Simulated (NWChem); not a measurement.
Ionisation of disilane (H6Si2)

```xyz
8

Si     1.1759     0.0521     0.0000
Si    -1.1759    -0.0521     0.0000
H      1.6663     0.7806     1.2230
H      1.6663     0.7806    -1.2230
H      1.7601    -1.3356     0.0000
H     -1.6663    -0.7806     1.2230
H     -1.6663    -0.7806    -1.2230
H     -1.7601     1.3356     0.0000
```
Charge 0, spin multiplicity 1.

All runs are NWChem calculations. The geometry was optimised at PBE/def2-SVP, a minimum by its harmonic frequencies.

Basis set: def2-TZVP. −ε marks an orbital energy of the parent.

B3LYP has NWChem's definition, with VWN1-RPA local correlation.

For the first vertical ionisation energy, −ε(HOMO) of HF gives 11.02 eV and −ε(HOMO) of B3LYP gives 8.18 eV. What do −ε(HOMO) of PBE, G0W0@BHandHLYP, G0W0@PBE give?

−ε(HOMO) of PBE: 7.26 eV; G0W0@BHandHLYP: 10.57 eV; G0W0@PBE: 10.05 eV.
